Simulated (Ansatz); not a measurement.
Task: a single point in a Gaussian basis of AlH₃ (charge -1), SMILES [AlH3-], with the Ansatz DFT code, driven from Python. Give the script and its output. Use: PBE, def2-TZVP basis, multiplicity 2.

The script reads `alh3.xyz`:
```text
4

Al    0.00100   -0.00220    0.39930
H    -0.91080   -1.19870   -0.13740
H    -0.58380    1.38890   -0.12410
H     1.49360   -0.18800   -0.13770
```

The script, `alh3.py`:
```python
'''Single point of AlH3(-) in a Gaussian basis.'''

from pathlib import Path
import json

import ansatz as az
import numpy as np

params = {
    'basis': 'def2-TZVP',
    'xc': 'pbe',
    'charge': -1,
}


def main() -> None:
    geometry = az.Crystal.molecule_from_extxyz('alh3.xyz')

    model = (
        geometry.calculation()
        .basis(gaussian=params['basis'])
        .functional(params['xc'])
        .charge(params['charge'])
        .spin('collinear', total=1)
        .forces()
        .orbitals()
    )
    res = model.run(runs_dir='runs')
    r = res.report

    print(f'E = {r["free_energy_ev"]:.6f} eV = {r["free_energy_ev"] / 27.211386246:.7f} Ha')
    print('converged:', r['converged'], ' doubts:', r['published_state_doubts'] or 'none')

    state = r['mean_field']['state']
    print(f'mean field: {state["energy"]["hartree"]:.7f} Ha, <S^2> = {abs(state["spin_squared"]):.4f}, stability: {state.get("stability", {}).get("kind")}')

    symbols = [site.symbol for site in geometry.cartesian_sites]
    forces = np.array(r['forces_ev_ang'])
    print('largest force', round(float(np.linalg.norm(forces, axis=1).max()), 4), 'eV/A, rms', round(float(np.sqrt((forces ** 2).mean())), 4))

    charges = r['charge_distribution']
    print('dipole moment', round(4.803205 * float(np.linalg.norm(charges['dipole_moment_e_ang'])), 3), 'D')
    print('Mulliken:', [(s, round(q, 3)) for s, q in zip(symbols, charges['mulliken_charges_e'])])

    lines = Path(r['orbitals_path']).read_text().splitlines()
    field_of = lambda key: [line.split('=')[1].strip() for line in lines if line.startswith(key)]
    orbitals = [(27.211386 * float(e), s, float(n)) for e, s, n in zip(field_of('Ene='), field_of('Spin='), field_of('Occup='))]
    homo = max(e for e, _, n in orbitals if n > 0.5)
    lumo = min(e for e, _, n in orbitals if n < 0.5)
    for e, spin, n in sorted(orbitals):
        if homo - 6 < e < lumo + 5:
            print(f'{spin:6s} {e:10.3f} eV  occupation {n:.0f}')
    with open('alh3.json', 'w') as handle:
        json.dump({k: r[k] for k in ('free_energy_ev', 'reference_energy_ev', 'n_occupied', 'n_virtual')}, handle, indent=1)


if __name__ == '__main__':
    main()
```

Output of `python alh3.py`:
```text
E = -6641.238277 eV = -244.0610051 Ha
converged: True  doubts: none
mean field: -244.0610051 Ha, <S^2> = 0.7521, stability: minimum
largest force 0.6293 eV/A, rms 0.3291
dipole moment 0.063 D
Mulliken: [('Al', -0.438), ('H', -0.187), ('H', -0.187), ('H', -0.187)]
Beta       -3.924 eV  occupation 1
Alpha      -1.160 eV  occupation 1
Alpha      -1.160 eV  occupation 1
Beta       -1.053 eV  occupation 1
Beta       -1.053 eV  occupation 1
Alpha       1.849 eV  occupation 1
Beta        3.291 eV  occupation 0
Alpha       5.406 eV  occupation 0
Alpha       5.407 eV  occupation 0
Beta        5.820 eV  occupation 0
Beta        5.820 eV  occupation 0
Alpha       6.655 eV  occupation 0
Beta        7.201 eV  occupation 0
Alpha       7.686 eV  occupation 0
Beta        8.002 eV  occupation 0
```

`alh3.json`, as written:
```json
{
 "free_energy_ev": -6641.238276767154,
 "reference_energy_ev": -6641.238276767154,
 "n_occupied": [
  9,
  8
 ],
 "n_virtual": [
  46,
  47
 ]
}
```

Caveats:
- The settings weren't tested for convergence.
- The geometry is a force-field or estimated start, not a minimum of this method, and the basis set is short of its limit.
- The species is open-shell (spin multiplicity 2).
- An ion's dipole depends on the origin; the program takes it about the centre of nuclear charge.
- Levels such as HOMO and LUMO are orbital energies: with these approximate functionals they aren't the ionisation energy and electron affinity, and their gap isn't the fundamental gap.
- Anions want diffuse functions, which this basis lacks.
- Run time: 1.2 s on 1 thread of Intel(R) Xeon(R) Platinum 8375C CPU @ 2.90GHz (Ice Lake), with other jobs on the host, peak memory 0.17 GiB.

(Lines on the test bed's own set-up are left out of the output.)
